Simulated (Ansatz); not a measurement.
SiN₂H₄⁺, that is Si(NH2)2 with one electron fewer. Total charge 1; doublet. Geometry PBE0-D4/def2-TZVP, that of the neutral singlet.

```xyz
7

Si   -0.075   -0.596    0.963
N    -1.054   -0.651   -0.446
H    -1.834   -1.285   -0.497
H    -0.958   -0.103   -1.288
N     1.050    0.616    0.502
H     1.784    0.892    1.133
H     1.087    1.127   -0.367
```

Estimate the α-spin orbital energies around the gap (eV) in Ansatz with PBE-D4/def2-TZVP, r2SCAN-D4/def2-TZVP, PBE0-D4/def2-TZVP.


```csv
orbital,PBE-D4/def2-TZVP,r2SCAN-D4/def2-TZVP,PBE0-D4/def2-TZVP
HOMO−5,-18.52,-18.92,-20.22
HOMO−4,-18.08,-18.47,-19.74
HOMO−3,-16.26,-16.62,-17.84
HOMO−2,-13.71,-14.15,-15.08
HOMO−1,-13.58,-13.88,-15.00
HOMO,-12.10,-12.33,-13.42
LUMO,-8.30,-8.28,-7.50
LUMO+1,-6.60,-6.33,-5.72
LUMO+2,-4.90,-4.23,-4.00
LUMO+3,-3.89,-3.07,-2.93
LUMO+4,-3.40,-2.48,-2.48
LUMO+5,-2.93,-1.88,-1.98
β HOMO,-12.10,-12.37,-13.46
β LUMO,-11.71,-11.12,-10.75
```
